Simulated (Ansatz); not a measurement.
Basis or method: vertical ionisation to the doublet of HSi–NH$_{2}$

HSi–NH2, singlet; coordinates (Å): Si 0.000 -0.081 0.625; N 0.000 0.049 -1.077; H 0.000 1.434 0.851; H 0.000 0.905 -1.610; H 0.000 -0.766 -1.671. Quantity: vertical ionisation to the doublet.

Ansatz 0.2.0, basis cc-pVDZ or cc-pVTZ; geometries are PBE0/def2-TZVP minima. Wave-function levels freeze the cores; HF, MP2 and coupled cluster are restricted for singlets and unrestricted otherwise, Kohn–Sham unrestricted where that lies lower. NEVPT2 stands on CASSCF in the full valence space. The reference is CCSDT(Q) (coupled cluster only where its series has nearly closed). Semilocal and hybrid functionals correlate all electrons outside any core potential and usually lie nearer their basis limit than the reference, so part of their error here is the reference's basis and frozen-core error; RPA and the MP2 part of double hybrids freeze the same cores as the reference. None of these values is a measured one. Energies are electronic, without zero-point terms. No spin–orbit coupling and no scalar relativity. The species are chosen: bound, without strong static correlation by their natural occupations or amplitudes, in their lowest spin state as far as vertical gaps and like structures tell, with only the lowest ion state computed, and with a ladder that closes on the reference, so errors are smaller than for species at large; levels whose determinant breaks symmetry or spin markedly are left out.

| level | cc-pVDZ (eV) | cc-pVTZ (eV) |
| --- | --- | --- |
| reference | 8.542 (CCSDT(Q)) | 8.797 (CCSDT(Q)) |
| CCSD(T) | 8.550 | 8.801 |
| NEVPT2 | 8.181 | 8.376 |
| PBE | 8.577 | 8.637 |
| PBE0 | 8.649 | 8.692 |
| B3LYP | 8.738 | 8.802 |
| wB97M-V | 8.759 | 8.816 |
| B2PLYP | 8.593 | 8.710 |

From cc-pVDZ to cc-pVTZ the reference moves by 0.255 eV and PBE by 0.060; the step from CCSD(T) to the reference is -0.008 in the first and -0.004 in the last.
